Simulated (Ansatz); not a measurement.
# BH2+ (singlet): from Hartree-Fock to the top rungs at distance B1–H2 = 1.070 Å, cc-pVQZ

Aim: climb from Hartree-Fock through coupled cluster and multireference methods for BH2+ (singlet) at one geometry and basis, and see what each rung misses.

Method: cc-pVQZ, core rule «outside noble gas», up to 1 orbitals frozen; program: Ansatz 0.2.0, Gaussian basis.

Plan: UHF; CCSD(T) on RHF; BCCD(T) on RHF; CCSDT(Q) on RHF; CASSCF and MRCISD+Q, 4 electrons in 6 orbitals; CASSCF and NEVPT2, 4 electrons in 6 orbitals; Full CI.

## (1) The system

The geometry derives from a PBE0/def2-TZVP stationary point (not a proven minimum). One bond is set to the value named and the two fragments are kept rigid.

3 atoms, charge 1, spin multiplicity 1.

Atoms are counted from 1 here; the program's logs count them from 0.

Bond lengths: B1–H2 1.070 Å, B1–H3 1.179 Å. Angles: H2–B1–H3 180.0°.

## (2) UHF

The input, in.yaml:

```yaml
crystal:
  periodic: [false, false, false]
  atoms:
    - {symbol: B, position_ang: [0.000000, 0.000000, -0.036394]}
    - {symbol: H, position_ang: [0.000000, 0.000000, -1.106394]}
    - {symbol: H, position_ang: [0.000000, 0.000000, 1.142787]}
basis:
  gaussian: {orbitals: cc-pVQZ}
total_charge: 1
magnetization: {spin_polarized: true, initial_magnetization: 0}
hamiltonian: {xc: hf}
output: {orbitals: {seedname: orbitals}}
```

Run with:

```sh
$ ansatz run in.yaml --threads 1 --pin off --events-out ev --progress --plain --max-ram 4096MiB --backend cpu
```

The runs that follow: CCSD(T) on RHF; BCCD(T) on RHF; CCSDT(Q) on RHF; CASSCF and MRCISD+Q, 4 electrons in 6 orbitals; CASSCF and NEVPT2, 4 electrons in 6 orbitals; Full CI.

Before running them: what should the planned runs give, taken together? Wanted: FCI below the RHF energy; RMP2 from FCI; RCCSD from FCI; RCCSD(T) from FCI; RCCSDT(Q) from FCI; NEVPT2 valence from FCI; MRCISD+Q valence from FCI; T1 diagnostic; effectively unpaired electrons.

The runs gave:

| quantity | value |
| --- | --- |
| FCI below the RHF energy | -2.4330 eV |
| RMP2 from FCI | +446.3 meV |
| RCCSD from FCI | +32.6 meV |
| RCCSD(T) from FCI | +6.3 meV |
| RCCSDT(Q) from FCI | +0.1 meV |
| NEVPT2 valence from FCI | +376.6 meV |
| MRCISD+Q valence from FCI | +18.2 meV |
| levels within 1 kcal/mol (43 meV) | RCCSD, RCCSD(T), BCCD(T), RCCSDT, RCCSDT(Q), MRCISD valence, MRCISD+Q valence |
| T1 diagnostic | 0.006 |
| effectively unpaired electrons | 0.02 |

In words: RCCSD(T) lands +6.3 meV from the yardstick (0.3 % of the correlation energy). One determinant dominates. Of the multireference levels listed MRCISD+Q valence comes nearest in total energy (+18.2 meV), which doesn't show that its space is the better one. These misses are within one basis, not against nature.
